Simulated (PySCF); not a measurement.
## Simulated characterisation data

- PBE0/pcSseg-1 with gauge-including orbitals
- GFN2-xTB structure
- run in PySCF
- relativity neglected, in vacuum, fast rotation and ring inversion assumed for equivalent nuclei, single conformer

Chemical shifts δ = σref − σ; 1H and 13C vs TMS, all at this level. Where no couplings were computed, multiplicities follow the n + 1 count of equivalent neighbours, and m marks all less simple cases (inequivalent or close neighbours, rings, F or P nearby). Shifts are as computed. Against solution values, carbons near 30 ppm lie about +3 ppm off and those near 130 ppm about +5 ppm. Of 246 compounds with measured shifts, 49 miss one by over three times the rms of a fit or turn the order of signals round; such compounds aren't used in these exercises.

**1.** SMILES O=Cc1ccccn1, C6H5NO. 1H NMR (600 MHz, computed): δ 10.33 (s, 1H), 9.15 (d, 1H), 8.38 (d, 1H), 8.20 (m, 1H), 7.62 (m, 1H). 13C{1H} NMR (computed): δ 201.2, 157.4, 155.7, 142.8, 133.0, 128.5.

**2.** SMILES O1C=CC=C1, C4H4O. 1H NMR (600 MHz, computed): δ 7.57 (m, 2H), 6.70 (m, 2H). 13C{1H} NMR (computed): δ 147.1, 116.7.
